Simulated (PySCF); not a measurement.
## How methods differ on the ionisation energy of S

S [Ne] 3s2 3p4 (3P) → S⁺ [Ne] 3s2 3p3 (4S), as a difference of total energies. Computed with PySCF 2.14 in aug-cc-pV(Q+d)Z, with the non-relativistic Hamiltonian (point nucleus). Correlated levels: valence: [Ne] frozen. The calculations carry no spin-orbit coupling.

| method | ionisation energy (eV) | plus first-order spin-orbit estimate | error of that sum (eV) |
| --- | --- | --- | --- |
| UHF | 9.239 | 9.262 | -1.098 |
| LDA | 10.566 | 10.589 | +0.229 |
| PBE | 10.431 | 10.454 | +0.094 |
| PBE0 | 10.406 | 10.429 | +0.069 |
| r2SCAN | 10.378 | 10.401 | +0.041 |
| M06 | 10.343 | 10.366 | +0.006 |
| wB97M-V | 10.413 | 10.436 | +0.076 |
| PW91 | 10.498 | 10.521 | +0.161 |
| B3LYP | 10.556 | 10.579 | +0.219 |
| MP2 (valence) | 10.102 | 10.125 | -0.235 |
| SCS-MP2 (valence) | 10.202 | 10.225 | -0.135 |

Reference: 10.360 eV (measured; NIST Atomic Spectra Database, ionization energies).

A first-order spin-orbit estimate (lowest level to lowest level, LS coupling) adds 0.023 eV.

Errors of the correlated levels include the incompleteness of this basis and the frozen core.
